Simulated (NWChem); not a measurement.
System: NO cation

Input file for NWChem:

```
start job
memory heap 200 mb stack 900 mb global 1100 mb
charge 1
geometry units angstroms noautosym nocenter noautoz
  N      0.000000     0.000000    -0.571443
  O      0.000000     0.000000     0.501306
end
basis spherical
  N library def2-svpd
  O library def2-svpd
end
dft
  xc m06-2x
  iterations 150
end
cosmo
  do_cosmo_smd true
  solvent water
end
task dft energy
```

Parts of the log:

```
             Northwest Computational Chemistry Package (NWChem) 7.3.0
             --------------------------------------------------------

                             Geometry "geometry" -> ""
                             -------------------------

 Output coordinates in angstroms (scale by  1.889725989 to convert to a.u.)

  No.       Tag          Charge          X              Y              Z
 ---- ---------------- ---------- -------------- -------------- --------------
    1 N                    7.0000     0.00000000     0.00000000    -0.57144300
    2 O                    8.0000     0.00000000     0.00000000     0.50130600

 Effective nuclear repulsion energy (a.u.)      27.6242867101

                                 NWChem DFT Module
                                 -----------------

 Summary of "ao basis" -> "ao basis" (spherical)
 ------------------------------------------------------------------------------
       Tag                 Description            Shells   Functions and Types
 ---------------- ------------------------------  ------  ---------------------
 N                         def2-svpd                 8       20   4s2p2d
 O                         def2-svpd                 9       23   4s3p2d

 in cosmo_initialize ...
 calling solv_data for solv:h2o

 solvent parameters
 solvname_short: h2o
 solvname_long:  water
 dielec:       78.4000
 dielecinf:     1.7769
 aqueous SMD model solvent descriptors
 dielec:       78.4000
 sola:          0.8200

          ---------------
          -cosmo- solvent
          ---------------
 Cosmo: York-Karplus, doi: 10.1021/jp992097l
 dielectric constant -eps-     =  78.40
 screen = (eps-1)/(eps    )    =   0.98724
 surface charge correction     = lagrangian

   van der Waals surface
 --------------------------

 ---------- ATOMIC COORDINATES (A.U.) ------------ VDWR(ANG.) --
     1    0.00000000    0.00000000   -1.07987069     1.890
     2    0.00000000    0.00000000    0.94733098     1.520
 number of segments per atom =        128
 number of   points per atom =        128
 atom (   nspa,  nppa )
 ----------------------
    1 (    104,     0 )       0
    2 (     64,     0 )       0
 number of -cosmo- surface points =      168
 molecular surface =     50.523 angstrom**2
 molecular volume  =     33.335 angstrom**3
 -lineq- algorithm             =   0
 -bem- low  level              =   3
 -bem- from -octahedral-
 gaussian surface charge width =   4.50000
 degree of switching           =   1.00000
 switching function tolerance  =   0.00010
 atomic radii =
 --------------
    1  7.000  1.890
    2  8.000  1.520
 ...... end of -cosmo- initialization ......

 nat:                     2
 ixmem:                   309
 calling mnsol_interface()
 G(SMD-CDS) energy (kcal/mol)  =     2.340
 SMD-CDS SASA (angstrom**2)    =    60.107

            General Information
            -------------------
          SCF calculation type: DFT
          Wavefunction type:  closed shell.
          No. of atoms     :     2
          No. of electrons :    14
           Alpha electrons :     7
            Beta electrons :     7
          Charge           :     1
          Spin multiplicity:     1
          Use of symmetry is: off; symmetry adaption is: off
          Maximum number of iterations: 150
          AO basis - number of functions:    43
                     number of shells:    17
          Convergence on energy requested:  1.00D-06
          Convergence on density requested:  1.00D-05
          Convergence on gradient requested:  5.00D-04

              XC Information
              --------------
                       M06-2X Method XC Functional
                     Hartree-Fock (Exact) Exchange  0.540
                        M06-2X Exchange Functional  1.000
                      M06-2X Correlation Potential  1.000

             Grid Information
             ----------------
          Grid used for XC integration:  medium
          Radial quadrature: Mura-Knowles
          Angular quadrature: Lebedev.
          Tag              B.-S. Rad. Rad. Pts. Rad. Cut. Ang. Pts.
          ---              ---------- --------- --------- ---------
          N                   0.65       49           7.0       434
          O                   0.60       49           7.0       434
          Grid pruning is: on
          Number of quadrature shells:    98
          Spatial weights used:  Erf1

      Superposition of Atomic Density Guess
      -------------------------------------

 Sum of atomic energies:        -128.93881214

 Renormalizing density from      15.00 to     14

      Non-variational initial energy
      ------------------------------

 Total energy =    -123.674341
 1-e energy   =    -215.654459
 2-e energy   =      64.355832
 HOMO         =      -1.062383
 LUMO         =      -0.598981

   convergence    iter        energy       DeltaE   RMS-Dens  Diis-err
 ---------------- ----- ----------------- --------- --------- ---------
     COSMO gas phase
 d= 0,ls=0.0,diis     1   -129.2923546384 -1.57D+02  2.72D-02  1.17D+00
 d= 0,ls=0.0,diis     2   -129.0067401193  2.86D-01  1.80D-02  4.49D+00
 d= 0,ls=0.0,diis     3   -129.3897551436 -3.83D-01  1.26D-03  4.21D-03
 d= 0,ls=0.0,diis     4   -129.3902168137 -4.62D-04  2.95D-04  2.02D-04
 d= 0,ls=0.0,diis     5   -129.3902204681 -3.65D-06  4.66D-05  7.79D-06
 d= 0,ls=0.0,diis     6   -129.3902211725 -7.04D-07  1.24D-05  2.75D-07
 d= 0,ls=0.0,diis     7   -129.3902211964 -2.39D-08  7.91D-07  1.57D-09

   convergence    iter        energy       DeltaE   RMS-Dens  Diis-err
 ---------------- ----- ----------------- --------- --------- ---------
     COSMO solvation phase
 d= 0,ls=0.0,diis     1   -129.5225656362 -1.32D-01  1.92D-03  1.71D-03
 d= 0,ls=0.0,diis     2   -129.5226151311 -4.95D-05  5.28D-04  3.64D-03
 d= 0,ls=0.0,diis     3   -129.5229112621 -2.96D-04  2.60D-04  2.24D-05
 d= 0,ls=0.0,diis     4   -129.5229146336 -3.37D-06  3.70D-05  8.63D-07
 d= 0,ls=0.0,diis     5   -129.5229147413 -1.08D-07  6.22D-06  9.16D-09

         Total DFT energy =     -129.522914741288
      One electron energy =     -220.434947378436
           Coulomb energy =       82.124230140593
    Exchange-Corr. energy =      -14.891796961412
 Nuclear repulsion energy =       27.624286710109

             COSMO energy =       -3.944687252143

 Numeric. integr. density =       13.999999633774

                                COSMO-SMD solvation results
                                ---------------------------

             internal energy in gas <Psi(g)|H|Psi(g)> =      -129.390221196350
         internal energy in solvent <Psi(s)|H|Psi(s)> =      -129.389799701962
                               delta internal energy  =         0.000421494389 (    0.26 kcal/mol)
   total free energy in solvent <Psi(s)|H+V/2|Psi(s)> =      -129.526643960110
 polarization energy contribution <Psi(s)|V/2|Psi(s)> =        -0.136844258149 (  -85.87 kcal/mol)
    total free energy in solvent including G(SMD-CDS) =      -129.522914741288
                       G(SMD-CDS) energy contribution =         0.003729218822 (    2.34 kcal/mol)
     1 M fixed-concentration free energy of solvation =        -0.132693544938 (  -83.27 kcal/mol)

                       DFT Final Molecular Orbital Analysis
                       ------------------------------------

 Vector    5  Occ=2.000000D+00  E=-7.923862D-01
              MO Center= -5.2D-14,  6.9D-14,  9.8D-02, r^2= 7.0D-01
   Bfn.  Coefficient  Atom+Function         Bfn.  Coefficient  Atom+Function
  ----- ------------  ---------------      ----- ------------  ---------------
    26     -0.394233  2 O  py                25      0.370966  2 O  px
     6      0.303448  1 N  py                 5     -0.285539  1 N  px
    29     -0.207623  2 O  py                28      0.195369  2 O  px
     9     -0.090143  1 N  py                 8      0.084823  1 N  px
    12     -0.036497  1 N  d -1              14     -0.034343  1 N  d  1

 Vector    6  Occ=2.000000D+00  E=-7.923862D-01
              MO Center=  6.8D-14,  1.1D-13,  9.8D-02, r^2= 7.0D-01
   Bfn.  Coefficient  Atom+Function         Bfn.  Coefficient  Atom+Function
  ----- ------------  ---------------      ----- ------------  ---------------
    25      0.394233  2 O  px                26      0.370966  2 O  py
     5     -0.303448  1 N  px                 6     -0.285539  1 N  py
    28      0.207623  2 O  px                29      0.195369  2 O  py
     8      0.090143  1 N  px                 9      0.084823  1 N  py
    14     -0.036497  1 N  d  1              12      0.034343  1 N  d -1

 Vector    7  Occ=2.000000D+00  E=-7.394614D-01
              MO Center=  3.6D-13,  1.7D-13, -5.3D-01, r^2= 9.0D-01
   Bfn.  Coefficient  Atom+Function         Bfn.  Coefficient  Atom+Function
  ----- ------------  ---------------      ----- ------------  ---------------
     7      0.498837  1 N  pz                27      0.377513  2 O  pz
     2      0.365442  1 N  s                  3      0.347227  1 N  s
     1      0.162996  1 N  s                 10     -0.162908  1 N  pz
    30      0.132020  2 O  pz                23      0.115109  2 O  s
    24      0.038072  2 O  s                 13     -0.033790  1 N  d  0

 Vector    8  Occ=0.000000D+00  E=-1.641934D-01
              MO Center=  3.3D-14, -6.0D-15, -2.0D-01, r^2= 1.0D+00
   Bfn.  Coefficient  Atom+Function         Bfn.  Coefficient  Atom+Function
  ----- ------------  ---------------      ----- ------------  ---------------
     6     -0.431064  1 N  py                 5      0.405722  1 N  px
    26     -0.356084  2 O  py                25      0.335151  2 O  px
     9      0.324889  1 N  py                 8     -0.305790  1 N  px
    29     -0.273122  2 O  py                28      0.257066  2 O  px
    17     -0.027528  1 N  d -1              19     -0.025910  1 N  d  1

 Vector    9  Occ=0.000000D+00  E=-1.641934D-01
              MO Center=  6.3D-13,  6.8D-13, -2.0D-01, r^2= 1.0D+00
   Bfn.  Coefficient  Atom+Function         Bfn.  Coefficient  Atom+Function
  ----- ------------  ---------------      ----- ------------  ---------------
     5      0.431064  1 N  px                 6      0.405722  1 N  py
    25      0.356084  2 O  px                26      0.335151  2 O  py
     8     -0.324889  1 N  px                 9     -0.305790  1 N  py
    28      0.273122  2 O  px                29      0.257066  2 O  py
    19     -0.027528  1 N  d  1              17      0.025910  1 N  d -1

 Vector   10  Occ=0.000000D+00  E= 9.063376D-02
              MO Center=  1.0D-09,  1.1D-09,  9.3D-01, r^2= 4.3D+00
   Bfn.  Coefficient  Atom+Function         Bfn.  Coefficient  Atom+Function
  ----- ------------  ---------------      ----- ------------  ---------------
     3      1.424156  1 N  s                 24     -1.425344  2 O  s
    30      0.531857  2 O  pz                10      0.437459  1 N  pz
     4     -0.423823  1 N  s                 23     -0.250472  2 O  s
    22      0.226548  2 O  s                 18      0.218898  1 N  d  0
    33     -0.211465  2 O  pz                41     -0.082956  2 O  d  0

     Multipole analysis of the density
     ---------------------------------

     L   x y z        total         alpha         beta         nuclear
     -   - - -        -----         -----         ----         -------
     0   0 0 0      1.000000     -7.000000     -7.000000     15.000000

     1   1 0 0     -0.000000     -0.000000     -0.000000      0.000000
     1   0 1 0     -0.000000     -0.000000     -0.000000      0.000000
     1   0 0 1     -0.110957     -0.065255     -0.065255      0.019553

     2   2 0 0     -5.917750     -2.958875     -2.958875      0.000000
     2   1 1 0     -0.000000     -0.000000     -0.000000      0.000000
     2   1 0 1      0.000000      0.000000      0.000000      0.000000
     2   0 2 0     -5.917750     -2.958875     -2.958875      0.000000
     2   0 1 1      0.000000      0.000000      0.000000      0.000000
     2   0 0 2     -5.500631    -10.421482    -10.421482     15.342333
```

Level: M06-2X/def2-SVPD, SMD on the gas-phase geometry. Coordinates come from a B3LYP/6-31G* (spherical d) optimisation. Solvent: water.
